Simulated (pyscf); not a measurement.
Single points on ωB97X-D3(BJ)/def2-SVP structures (PySCF, gas phase).

Q: `[BH2][O][SiH3]` + `[OH2]` + `[NH3]` → `[BH2][OH]` + `[OH][SiH3]` + `[NH3]`
Surface: singlet. Broken: B–O, H–O, H–N. Formed: B–O, H–O, H–N. Give ΔE‡ and ΔE from ωB97M-D3(BJ)/def2-TZVP, relative to the separated reactants.

A: ΔE‡ = -17.0 kcal/mol, ΔE = -1.7 kcal/mol. Zero-point energy shifts the barrier by +3.9 kcal/mol. It is a multi-bond step, with an imaginary mode of 490i cm⁻¹. On the reactant side the descent ends in an adduct with a B–O contact, 22.6 kcal/mol under the separated species and 5.7 kcal/mol under the saddle at ωB97X-D3(BJ)/def2-TZVP. On the product side the descent ends in an adduct with a B–O contact (not fully relaxed), 18.4 kcal/mol under the separated species and 2.3 kcal/mol under the saddle at ωB97X-D3(BJ)/def2-TZVP. At ωB97M-D3(BJ) the saddle lies under the separated reactants, which points to a path from their complex (located at ωB97X-D3(BJ) alone). At ωB97M-D3(BJ) the saddle lies under the separated products, which points to a path from their complex (located at ωB97X-D3(BJ) alone). What is counted as formed (B–O) is already present as a longer contact in the reactant adduct; forming that adduct is a step of its own. What is counted as broken (B–O) persists as a longer contact in the product adduct; parting that adduct is a step of its own. One saddle was located; it need not be the lowest between these sides.
